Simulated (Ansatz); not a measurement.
**SbH₃, singlet: reading a ladder of total energies**

Geometry: displaced at random from a stationary point.

```xyz
4

Sb    0.0002   -0.0001   -0.0226
H     1.4058   -0.0043    0.9345
H    -0.6731    1.2596    0.8811
H    -0.7556   -1.2474    0.9117
```

Basis def2-TZVPP with its core potentials; Ansatz 0.2.0. Only valence electrons are correlated (noble-gas cores and the filled d shells of p-block atoms frozen), which leaves 8 electrons in 83 orbitals. Prefix R: restricted or restricted open-shell reference. No spin–orbit coupling is included; scalar relativity enters through the core potentials alone.

Full CI isn't at hand for all of this; RCCSDT(Q) serves as the reference, and is uncertain by about the last step of the cluster series.

Runs differ by some tens of microhartree through their thresholds, so steps under 0.03 kcal/mol mean nothing.

```json
{"level": "RHF", "total energy (hartree)": "-240.980452"}
{"level": "RMP2", "total energy (hartree)": "-241.120088"}
{"level": "RCCSD", "total energy (hartree)": "-241.148162"}
{"level": "RCCSD(T)", "total energy (hartree)": "-241.153054"}
{"level": "RCCSDT", "total energy (hartree)": "-241.153838"}
{"level": "RCCSDT(Q)", "total energy (hartree)": "-241.154021"}
```

What is the correlation energy at RCCSDT(Q), and what share of it do RMP2 and RCCSD(T) recover?

E(corr) = -241.154021 − (-240.980452) = -0.173569 hartree = -4.723 eV. RMP2: -0.139636 / -0.173569 = 80.45 %. RCCSD(T): -0.172602 / -0.173569 = 99.44 %.

By how many kcal/mol does RCCSD(T) miss RCCSDT(Q) (1 hartree = 627.509 kcal/mol), and which steps make up the rest?

-241.153054 − (-241.154021) = 0.000967 hartree = 0.61 kcal/mol. Steps: RCCSDT − RCCSD(T) = -0.49, RCCSDT(Q) − RCCSDT = -0.11 kcal/mol. That is within 1 kcal/mol of the reference in this basis, which itself misses far more of the correlation at the basis-set limit.
